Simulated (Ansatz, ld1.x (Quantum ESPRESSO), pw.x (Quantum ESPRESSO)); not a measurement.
**Equation-of-state test of one RRKJ potential (iron (Fe))**

```json
{
  "Element": "iron (Fe)",
  "Generator": "ld1.x (Quantum ESPRESSO) 7.5",
  "Type": "norm-conserving RRKJ (Kleinman–Bylander form)",
  "Functional": "PBEsol",
  "Relativity": "scalar-relativistic",
  "Frozen core": "[Ar]",
  "Valence charge": "8",
  "Reference configuration": "3d6 4s2 4p0",
  "Partial waves": "4s (bound): rc 2.20 bohr; 3d (bound): rc 1.30 bohr; 4p (bound, empty): rc 2.25 bohr",
  "Local potential": "the p channel",
  "Core correction": "Bessel-smoothed model core, default radius (core density twice the valence density)",
  "rho0": "0.005"
}
```

Atomic tests: cutoffs needed: 100 Ry and 140 Ry (the cutoffs (Ry, on a coarse ladder) from which the occupation-weighted sum of valence levels, in a spherical-Bessel basis at the reference potential, stays within 10 and 1 mRy of its value at 400 Ry); ghost test: ghost state, extra bound levels that the all-electron valence spectrum of the same l lacks: s at -65.4 eV; a true bound ghost makes a file unfit for plane-wave use (spherical-Bessel basis up to 400 Ry, 20 bohr box); configuration tests: 1 of 7 tests not solved or not reliable.

Crystal test: sc Fe in pw.x 7.5, no spin, 15³ k-points, Fermi–Dirac smearing 0.01 Ry, cutoffs 170/680 Ry. The reference is all-electron LAPW (Ansatz 0.2.0) with the same functional, mesh and smearing; V0 and B0 come from Birch–Murnaghan fits to the pressures at five volumes. Errors are pseudo minus all-electron; Δ is the rms difference of the E(V) curves that follow from these fits, minima aligned, over ±6 % about the mean V0. Mesh and smearing are coarse, so the numbers serve the comparison and aren't converged zero-temperature values; the lattice is a test structure that the element need not adopt. Spin polarisation and strong correlation are left out, which matters for this element.

All-electron: a0 = 2.239 Å (V0 = 11.22 Å³/atom), B0 = 228.5 GPa.

Q: How far does the potential miss the all-electron equation of state?

A: mean pressure error (GPa): +15.78. The pressure does not cross zero within the volumes sampled, so no fit is given. The largest radius (2.25 bohr) exceeds half the bond length (2.11 bohr), so the spheres overlap, which is one possible source of error among others. This is a poor potential for the solid. Note: ghost state, extra bound levels that the all-electron valence spectrum of the same l lacks: s at -65.4 eV. A true bound ghost makes a file unfit for plane-wave use. Atomic configuration tests: 1 of 7 tests not solved or not reliable.

| V (Å³/atom) | P all-electron (GPa) | P pseudo (GPa) |
| --- | --- | --- |
| 10.650 | 13.36 | 32.57 |
| 10.931 | 6.31 | 23.63 |
| 11.211 | 0.17 | 15.79 |
| 11.491 | -5.19 | 8.89 |
| 11.772 | -9.86 | 2.82 |

Q: At the middle volume, how do free energy and pressure move when the wave cutoff is lowered (ecutrho kept at four times it)?

A:

```
cutoff (Ry)  shift of F (meV/atom)  shift of P (GPa)
         76                +2247.4           -204.06
        102                  +42.4             -5.02
        136                  +10.4             -1.06
```

The run at the middle volume (120 k-points, 8 iterations) took about 30 s on one core of a shared host (Neoverse-V1, 32 threads, 247 GiB, load 11).
